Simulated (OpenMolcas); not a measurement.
# A workflow on S2F2 (Thio-thionyl fluoride)

Aim: a single-point energy (UHF/STO-3G), then a single-point energy (CASSCF(2,2)/STO-3G), then a single-point energy (CASPT2(2,2)/STO-3G), then the energy (SC-NEVPT2(2,2)/STO-3G), then a single-point energy (MRCI(2,2)/STO-3G) of S2F2 (Thio-thionyl fluoride). 

Program for the calculation: OpenMolcas 26.06.

3 further runs of the same task are left out: 3 that didn't finish.

**1. The system as given**

The species is S2F2 (4 atoms), meant as a singlet with charge 0. SMILES: `FS(F)=S`. The S2–F3 distance was set to 2.409 Å, away from the relaxed value. At this shape a bond of the SMILES string is far longer than usual.

Bond lengths: F1–S2 1.606 Å, S2–S4 1.859 Å. Angles: F1–S2–S4 107.9°.

**2. A single-point energy at UHF/STO-3G (run 1)**

step1.input reads:

```
&GATEWAY
 BASLIB = $CurrDir
 COORD
 4
 angstrom
 F        0.337766       0.982957       1.462502
 S       -0.878054       0.556097       0.504182
 F        0.313460      -1.382440      -0.286190
 S       -0.964674       1.781877      -0.890138
 BASIS = STO-3G
 GROUP = NoSym

&SEWARD

&SCF
 UHF
 SCRAMBLE = 0.25
 PRORBITALS = 1 1
```

The basis set STO-3G is read from a file made from the Basis Set Exchange's data (not shown).

Started as:

```sh
$ export MOLCAS_MEM=1860
$ pymolcas step1.input > step1.log
```

Output (excerpt; [...] marks lines left out):

```text
--- Start Module: gateway ---
[...]
--- Stop Module: gateway /rc=_RC_ALL_IS_WELL_ ---
--- Start Module: seward ---
[...]
      Basis functions           28
--- Stop Module: seward /rc=_RC_ALL_IS_WELL_ ---
--- Start Module: scf ---
[...]
       Convergence after  65 Iterations
[...]
::    Total SCF energy                               -982.2977240218
[...]
      Total spin, S                                     0.6128289720
[...]
      Total electronic charge=   50.000000
      Total            charge=   -0.000000
[...]
      Dipole Moment (debye):
      Origin of the operator (angstrom)=   -0.4566    0.6588    0.0982
                   X= -3.9240E-01               Y=  1.1487E-01               Z= -2.2727E-01           Total=  4.6779E-01
      Quadrupole Moment (debye*angstrom):
[...]
--- Stop Module: scf /rc=_RC_ALL_IS_WELL_ ---
[...]
```

It took 3.3 s on 1 thread of AMD EPYC 9R14 (Zen 4), shared host; peak memory 0.37 GiB.

**3. A single-point energy at CASSCF(2,2)/STO-3G (run 2)**

step2.input reads:

```
* F2S2 CASSCF
&GATEWAY
BASLIB
$CurrDir
COORD
4
angstrom
F        0.337766       0.982957       1.462502
S       -0.878054       0.556097       0.504182
F        0.313460      -1.382440      -0.286190
S       -0.964674       1.781877      -0.890138
BASIS
STO-3G
GROUP
NoSym
&SEWARD
&RASSCF
FILEORB
$CurrDir/step1.UnaOrb
SPIN
1
NACTEL
2 0 0
INACTIVE
24
RAS2
2
ORBLISTING
Nothing
```

The basis set STO-3G is read from a file made from the Basis Set Exchange's data (not shown).

Started as:

```sh
$ export MOLCAS_MEM=1860
$ pymolcas step2.input > step2.log
```

Output (excerpt; [...] marks lines left out):

```text
--- Start Module: gateway ---
[...]
--- Stop Module: gateway /rc=_RC_ALL_IS_WELL_ ---
--- Start Module: seward ---
[...]
      Basis functions           28
--- Stop Module: seward /rc=_RC_ALL_IS_WELL_ ---
--- Start Module: rasscf ---
[...]
      Number of active orbitals                  2
[...]
      Spin quantum number                      0.0
[...]
      Active orbitals                            2
[...]
      Number of CSFs                             3
[...]
      Number of root(s) required                 1
[...]
      Convergence after 20 iterations
[...]
      printout of CI-coefficients larger than  0.05 for root  1
      energy=    -982.300027
      conf/sym  11     Coeff  Weight
             1  20  -0.78613 0.61801
             3  02   0.61806 0.38199
      Natural orbitals and occupation numbers for root  1
      sym 1:   1.236015   0.763985
      ************************************************************************************************************************
      *                                                    Final results                                                     *
[...]
::    RASSCF root number  1 Total energy:   -982.30002716
[...]
      Total electronic charge=   50.000000
      Total            charge=   -0.000000
[...]
      Dipole Moment (debye):
      Origin of the operator (angstrom)=   -0.4566    0.6588    0.0982
                   X= -4.0105E-01               Y=  1.0087E-01               Z= -1.6094E-01           Total=  4.4375E-01
      Quadrupole Moment (debye*angstrom):
[...]
--- Stop Module: rasscf /rc=_RC_ALL_IS_WELL_ ---
[...]
```

Run time: 2.2 s. Hardware: 1 thread of AMD EPYC 9R14 (Zen 4), shared host; peak memory 0.37 GiB.

**4. The energy at CASPT2(2,2)/STO-3G (run 3)**

step3.inp reads:

```
>>> EXPORT MOLCAS_PRINT=2
&GATEWAY
BasLib=$CurrDir
Coord
4
angstrom
F        0.337766       0.982957       1.462502
S       -0.878054       0.556097       0.504182
F        0.313460      -1.382440      -0.286190
S       -0.964674       1.781877      -0.890138
Basis=STO-3G
Group=NoSym
&SEWARD
&RASSCF
FileOrb=$CurrDir/step2.RasOrb
Spin=1
Nactel=2 0 0
Inactive=24
Ras2=2
OrbListing=Nothing
&CASPT2
Imaginary=0.1
Frozen=12
```

The basis set STO-3G is read from a file made from the Basis Set Exchange's data (not shown).

Started as:

```sh
$ export MOLCAS_MEM=1860
$ pymolcas step3.inp > step3.log
```

Output (excerpt; [...] marks lines left out):

```text
--- Start Module: gateway ---
[...]
--- Stop Module: gateway /rc=_RC_ALL_IS_WELL_ ---
[...]
      Basis functions           28
[...]
--- Start Module: rasscf ---
[...]
      Number of active orbitals                  2
[...]
      Spin quantum number                      0.0
[...]
      Active orbitals                            2
[...]
      Number of CSFs                             3
[...]
      Number of root(s) required                 1
[...]
      Convergence after  4 iterations
[...]
      printout of CI-coefficients larger than  0.05 for root  1
      energy=    -982.300027
      conf/sym  11     Coeff  Weight
             1  20  -0.78614 0.61801
             3  02   0.61805 0.38199
      Natural orbitals and occupation numbers for root  1
      sym 1:   1.236017   0.763983
      ************************************************************************************************************************
      *                                                    Final results                                                     *
[...]
::    RASSCF root number  1 Total energy:   -982.30002716
[...]
      Total electronic charge=   50.000000
      Total            charge=   -0.000000
[...]
      Dipole Moment (debye):
      Origin of the operator (angstrom)=   -0.4566    0.6588    0.0982
                   X= -4.0104E-01               Y=  1.0086E-01               Z= -1.6095E-01           Total=  4.4375E-01
      Quadrupole Moment (debye*angstrom):
[...]
--- Stop Module: rasscf /rc=_RC_ALL_IS_WELL_ ---
--- Start Module: caspt2 ---
[...]
 ###    WARNING: User changed nr of frozen orbitals.                         ###
 ###############################################################################
[...]
      E2 (Variational):          -0.0562581238
      Total energy:            -982.3562852878
[...]
      Reference weight:           0.96690
[...]
::    CASPT2 Root  1     Total energy:   -982.35628529
[...]
--- Stop Module: caspt2 /rc=_RC_ALL_IS_WELL_ ---
[...]
```

It took 1.9 s on 1 thread of AMD EPYC 9R14 (Zen 4), shared host; peak memory 0.37 GiB.

**5. A single-point energy at SC-NEVPT2(2,2)/STO-3G (run 4)**

step4.inp reads:

```
* F2S2 NEVPT2
&GATEWAY
BasLib=$CurrDir
Coord
4
angstrom
F        0.337766       0.982957       1.462502
S       -0.878054       0.556097       0.504182
F        0.313460      -1.382440      -0.286190
S       -0.964674       1.781877      -0.890138
Basis=STO-3G
Group=NoSym
&SEWARD
&RASSCF
FileOrb=$CurrDir/step2.RasOrb
Spin=1
Nactel=2 0 0
Inactive=24
Ras2=2
OrbListing=Nothing
&CASPT2
SC-NEVPT2
Frozen=12
```

The basis set STO-3G is read from a file made from the Basis Set Exchange's data (not shown).

Started as:

```sh
$ export MOLCAS_MEM=1860
$ pymolcas step4.inp > step4.log
```

Output (excerpt; [...] marks lines left out):

```text
--- Start Module: gateway ---
[...]
--- Stop Module: gateway /rc=_RC_ALL_IS_WELL_ ---
[...]
      Basis functions           28
[...]
--- Start Module: rasscf ---
[...]
      Number of active orbitals                  2
[...]
      Spin quantum number                      0.0
[...]
      Active orbitals                            2
[...]
      Number of CSFs                             3
[...]
      Number of root(s) required                 1
[...]
      Convergence after  4 iterations
[...]
      printout of CI-coefficients larger than  0.05 for root  1
      energy=    -982.300027
      conf/sym  11     Coeff  Weight
             1  20  -0.78614 0.61801
             3  02   0.61805 0.38199
      Natural orbitals and occupation numbers for root  1
      sym 1:   1.236017   0.763983
      ************************************************************************************************************************
      *                                                    Final results                                                     *
[...]
::    RASSCF root number  1 Total energy:   -982.30002716
[...]
      Total electronic charge=   50.000000
      Total            charge=   -0.000000
[...]
      Dipole Moment (debye):
      Origin of the operator (angstrom)=   -0.4566    0.6588    0.0982
                   X= -4.0104E-01               Y=  1.0086E-01               Z= -1.6095E-01           Total=  4.4375E-01
      Quadrupole Moment (debye*angstrom):
[...]
--- Stop Module: rasscf /rc=_RC_ALL_IS_WELL_ ---
--- Start Module: caspt2 ---
[...]
 ###    WARNING: User changed nr of frozen orbitals.                         ###
 ###############################################################################
[...]
      E2 (Variational):          -0.0543525919
[...]
      E2 (Variational):          -0.0543141264
      Total energy:            -982.3543412904
[...]
      Reference weight:           0.96966
[...]
::    SC-NEVPT2 Root  1     Total energy:   -982.35434129
[...]
--- Stop Module: caspt2 /rc=_RC_ALL_IS_WELL_ ---
[...]
```

Wall time 1.9 s (1 thread of AMD EPYC 9R14 (Zen 4), shared host); peak memory 0.37 GiB.

**6. A single-point energy at MRCI(2,2)/STO-3G (run 5)**

step5.inp reads:

```
>>> EXPORT MOLCAS_PRINT=2

&GATEWAY
 BasLib=$CurrDir
 Coord
 4
 angstrom
 F        0.337766       0.982957       1.462502
 S       -0.878054       0.556097       0.504182
 F        0.313460      -1.382440      -0.286190
 S       -0.964674       1.781877      -0.890138
 Basis=STO-3G
 Group=NoSym

&SEWARD

&RASSCF
 FileOrb=$CurrDir/step2.RasOrb
 Spin=1
 Nactel=2 0 0
 Inactive=24
 Ras2=2
 OrbListing=Nothing

&MOTRA
 LumOrb
 Frozen=12

&GUGA
 Electrons=26
 Spin=1
 Inactive=12
 Active=2
 CIAll=1

&MRCI
 SDCI
```

The basis set STO-3G is read from a file made from the Basis Set Exchange's data (not shown).

Started as:

```sh
$ export MOLCAS_MEM=1860
$ pymolcas step5.inp > step5.log
```

Output (excerpt; [...] marks lines left out):

```text
--- Start Module: gateway ---
[...]
--- Stop Module: gateway /rc=_RC_ALL_IS_WELL_ ---
[...]
      Basis functions           28
[...]
      Number of active orbitals                  2
[...]
      Spin quantum number                      0.0
[...]
      Active orbitals                            2
[...]
      Number of CSFs                             3
[...]
      Number of root(s) required                 1
[...]
      Convergence after  4 iterations
[...]
      printout of CI-coefficients larger than  0.05 for root  1
      energy=    -982.300027
      conf/sym  11     Coeff  Weight
             1  20  -0.78614 0.61801
             3  02   0.61805 0.38199
      Natural orbitals and occupation numbers for root  1
      sym 1:   1.236017   0.763983
      ************************************************************************************************************************
      *                                                    Final results                                                     *
[...]
::    RASSCF root number  1 Total energy:   -982.30002716
[...]
      Dipole Moment (debye):
      Origin of the operator (angstrom)=   -0.4566    0.6588    0.0982
                   X= -4.0104E-01               Y=  1.0086E-01               Z= -1.6095E-01           Total=  4.4375E-01
      Quadrupole Moment (debye*angstrom):
[...]
      *** WARNING: Default frozen orbitals is overwritten by user input.
      *** Default values:  12
[...]
--- Start Module: guga ---
[...]
--- Stop Module: guga /rc=_RC_ALL_IS_WELL_ ---
--- Start Module: mrci ---
[...]
       (But an ACPF correction will be computed)
       USE THE DEFAULT ACPF G-VALUE GFAC=   7.6923076923076927E-002
[...]
                      CI ENERGY:  -982.37503256
[...]
                ACPF CORRECTION:    -0.00587745
[...]
      Total electronic charge=   50.000000
      Total            charge=   -0.000000
[...]
     ACPF CORRECTION:     -0.00587745
[...]
  CI State   1     Total energy:   -982.37503256     QDav:     -0.00640909     QACPF:     -0.00587745
[...]
--- Stop Module: mrci /rc=_RC_ALL_IS_WELL_ ---
[...]
```

It took 2.5 s on 1 thread of AMD EPYC 9R14 (Zen 4), shared host; peak memory 0.37 GiB.

**7. Summary of results**

| quantity | value |
| --- | --- |
| run 1, UHF/STO-3G: total energy | -982.29772 Eh |
| run 1, UHF/STO-3G: dipole moment | 0.47 D |
| run 1, UHF/STO-3G: HOMO energy | -6.80 eV |
| run 1, UHF/STO-3G: LUMO energy | 5.30 eV |
| run 1, UHF/STO-3G: HOMO–LUMO gap | 12.10 eV |
| run 1, UHF/STO-3G: ⟨S²⟩ | 0.988 |
| run 2, CASSCF(2,2)/STO-3G: total energy | -982.30003 Eh |
| run 2, CASSCF(2,2)/STO-3G: dipole moment (CASSCF density) | 0.44 D |
| run 3, CASPT2(2,2)/STO-3G: total energy | -982.35629 Eh |
| run 3, CASPT2(2,2)/STO-3G: dipole moment (CASSCF density) | 0.44 D |
| run 4, SC-NEVPT2(2,2)/STO-3G: total energy | -982.35434 Eh |
| run 4, SC-NEVPT2(2,2)/STO-3G: dipole moment (CASSCF density) | 0.44 D |
| run 5, MRCI(2,2)/STO-3G: total energy | -982.37503 Eh |
| run 5, MRCI(2,2)/STO-3G: dipole moment (CASSCF density) | 0.44 D |

⟨S²⟩ (run 1, UHF/STO-3G) is 0.99 where a pure singlet has 0.00: the reference is spin-contaminated. Mulliken charges (run 1, UHF/STO-3G) run from -0.21 on F1 to +0.23 on S2.
